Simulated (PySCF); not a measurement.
## Electronic absorption of methylenesilane

Species: methylenesilane, CH4Si.
SMILES with atom numbers: `[CH2:1]=[SiH2:2]` (hydrogens: H3, H4 on C1; H5, H6 on Si2)

Geometry (GFN2-xTB, Å), atoms numbered from 1 in this order:
```xyz
6
CH4Si angstrom
C     -0.955   -0.042   -0.035
Si     0.790    0.034    0.022
H     -1.570    0.841   -0.084
H     -1.496   -0.972   -0.025
H      1.669   -1.127    0.093
H      1.566    1.268    0.006
```

Level of theory: PySCF, TDDFT CAM-B3LYP/def2-SVPD, vertical, gas phase, core orbitals frozen in the response.

List the vertical singlet excitations with oscillator strengths and describe the spectrum.

```
state  E (eV)  E (kJ/mol)  λ (nm)       f  symmetry  main configurations (H = HOMO, L = LUMO)
   S1    4.99         482   248.2   0.247        A1                                 H→L (97%)
   S2    5.87         566   211.2   0.117  B1 or B2                  H→L+1 (84%), H→L+2 (11%)
   S3    6.32         610   196.2  0.0020  B1 or B2                  H→L+2 (78%), H→L+3 (13%)
   S4    6.87         663   180.4  0.0000         –                   H→L+4 (88%), H-1→L (8%)
   S5    6.90         666   179.7   0.080  B1 or B2                  H→L+3 (60%), H-2→L (25%)
   S6    7.08         683   175.1   0.052  B1 or B2                  H-2→L (73%), H→L+3 (22%)
   S7    7.30         704   169.8  0.0000         –                               H-1→L (91%)
   S8    7.80         753   158.9  0.0070  B1 or B2                               H→L+5 (97%)
```

Triplets (Tamm–Dancoff): T1 2.43 eV, H→L (97%); T2 5.16 eV, H→L+1 (44%), H→L+2 (43%); T3 5.99 eV, H→L+1 (46%), H→L+3 (28%), H→L+2 (22%).

The lowest singlet comes at 248 nm (482 kJ/mol) in the ultraviolet; it is strong; its leading configuration is HOMO→LUMO (97%). The lowest level is also the most intense of those listed (f = 0.247). Löwdin shares by element: HOMO carbon 48%, silicon 33%, hydrogen 13% or more; LUMO silicon 47%, carbon 28%, hydrogen 19% or more. Of the 8 states listed, 4 reach f = 0.01 and 2 stay under 0.0005. Orbital energies (eV): HOMO-3 -13.23, HOMO-2 -11.59, HOMO-1 -11.45, HOMO -7.71, LUMO -0.25, LUMO+1 1.32, LUMO+2 1.62. Weighted by f, the mean energy of these states is 5.76 eV. Symmetry labels in C2v follow from the direction of the transition dipole and are given only for states with f of 0.002 or more; B1 and B2 swap with the choice of axes. Singlets were solved by full linear response, triplets in the Tamm–Dancoff approximation.
